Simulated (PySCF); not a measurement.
Simulated C 1s region for `c1cc[n-]c1`, binding energy against the vacuum level.

Every computed line was given a Gaussian of 0.4 eV full width at half maximum and an area set by the number of equivalent atoms; the highest printed point is 100. The calculation used delta-SCF UKS SCAN, pcX-2 on the ionised atom, pcseg-1 elsewhere, spin-free X2C (PySCF 2.14.0).

binding energy (eV), intensity and a bar:
```
    283.4          1 
    283.5          4 #
    283.6         15 ####
    283.7         39 ############
    283.8         71 #####################
    283.9         95 #############################
    284.0        100 ##############################
    284.1         97 #############################
    284.2         99 ##############################
    284.3         98 #############################
    284.4         78 #######################
    284.5         46 ##############
    284.6         19 ######
    284.7          6 ##
    284.8          1 
    284.9          0
```

Question: Count the maxima, the lines and the sites behind this envelope.

Answer: The curve has 2 maxima (at 284.0 and 284.2 eV). Under it lie 2 lines from 2 inequivalent carbon sites.

Question: Decompose the envelope and assign each component. Numbering: `[cH:1]1[cH:2][cH:3][n-:4][cH:5]1`.

Answer: 
| position (eV) | relative area | line | atoms | environment |
| --- | --- | --- | --- | --- |
| 283.92 | 2 | C 1s | C1/C2 | aromatic CH carbon |
| 284.30 | 2 | C 1s | C3/C5 | aromatic CH next to a ring nitrogen |

Question: What are the centre and the root-mean-square width of the whole band?

Answer: The area-weighted mean of the lines is 284.11 eV. Their own spread about it is 0.19 eV (rms) and each Gaussian has σ = 0.4/2.355 = 0.17 eV; the variances add, which gives 0.25 eV.

Question: Above which line width would these two lines show one maximum?

Answer: Two equal Gaussians merge once their distance is under 2σ = FWHM/1.177. With 0.38 eV between them that is a full width over 0.45 eV.

Lowest listed C 1s: C1/C2, bonded to 2 C (aromatic in the SMILES) and H. Highest, 0.38 eV above it: C3/C5, bonded to N (aromatic in the SMILES), C (aromatic in the SMILES) and H. Summing the Pauling electronegativity differences to the bonded atoms, each weighted by its formal bond order, gives -0.35 for the lowest site and +0.39 for the highest.

The curve has no shake-up lines and no vibrational structure. Atoms equivalent by their bonding share one computed value, that of the first of them. The species carries charge -1, so core ionisation leaves a neutral species. The basis sets have no added diffuse functions. Geometry: PBE0-D3(BJ)/def2-SVP; no solvent, vibrations or thermal averaging. The geometry's basis has no diffuse functions, a weakness for an anion.
